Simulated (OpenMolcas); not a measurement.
# SiO2 (SMILES O=[Si]=O): the vertical energy of the triplet above the singlet from total energies

SiO2 has 3 atoms, charge 0, and is taken as a singlet. SMILES: `O=[Si]=O`. Geometry: relaxed at GFN2-xTB.

```xyz
3

O     0.6912    1.2173    0.5137
Si   -0.0007    0.0004   -0.0002
O    -0.6905   -1.2177   -0.5136
```

Both states at this one shape; open shells run unrestricted unless said. 1 Eh = 27.2114 eV.

| level | program | singlet SiO2 (Eh) | triplet SiO2 (Eh) |
| --- | --- | --- | --- |
| HF/STO-3G | OpenMolcas | -433.133904 | -433.049451 |
| SVWN5/STO-3G | OpenMolcas | -432.150566 | -432.002998 |

Question: Work out the vertical gap, second state less first, at each level.

Answer: 
1. HF/STO-3G: -433.049451 − (-433.133904) = 0.084453 Eh = 2.30 eV.
2. SVWN5/STO-3G: -432.002998 − (-432.150566) = 0.147568 Eh = 4.02 eV.

No measured value is set beside it here; the levels span 2.30 to 4.02 eV. Hartree–Fock favours the state with fewer electron pairs, since it lacks pair correlation. Minimal sets are far from the basis-set limit. The second state is spin-contaminated at HF/STO-3G (⟨S²⟩ = 2.37).
